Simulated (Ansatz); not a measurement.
# HF (SMILES F): single points off equilibrium

One table from this session's results is given with a row withheld; the runs are named, their logs left out.

Computed with Ansatz 0.2.0, Gaussian basis. Level: single points in def2-TZVPP.

Cores are frozen in the correlated methods.

## Starting geometry

SMILES `F`, 2 atoms, charge 0, spin multiplicity 1.

Atoms are counted from 1 here; the program's logs count them from 0.

Bond lengths: F1–H2 0.979 Å.

Coordinates:

```
F    -0.4413    0.1539   -0.2490
H     0.4004   -0.1464    0.1517
```

Set-up of the first run:

File run/in.yaml:

```yaml
crystal:
  periodic: [false, false, false]
  atoms:
    - {symbol: F, position_ang: [-0.441300, 0.153900, -0.249000]}
    - {symbol: H, position_ang: [0.400400, -0.146400, 0.151700]}
basis:
  gaussian: {orbitals: def2-TZVPP}
correlation: {method: ccsd_t}
output: {forces: true}
```

The command line of these runs was not kept.

Steps of the session up to this table: CCSD(T)/def2-TZVPP; PBE0-D4/def2-TZVPP; wB97M-V/def2-TZVPP; r2SCAN-D4/def2-TZVPP; PBE-D4/def2-TZVPP; wB97X-V/def2-TZVPP; LC-wPBE/def2-TZVPP.

One table of the session follows, with a row left open; its other results are not shown here.

```
   method  RMS force component (eV/Å)  dipole (D)
  CCSD(T)                       1.744        1.92
  PBE0-D4                       1.737        1.95
  wB97M-V                       1.649        1.94
r2SCAN-D4                           ?           ?
   PBE-D4                       1.330        1.88
  wB97X-V                       1.667        1.94
  LC-wPBE                       1.663        1.97
```

Q: Estimate the row for r2SCAN-D4 from the others.

The run gave: RMS force component (eV/Å): 1.618; dipole (D): 1.92. In the column «RMS force component (eV/Å)» it lies between PBE-D4 (1.330) and wB97M-V (1.649).
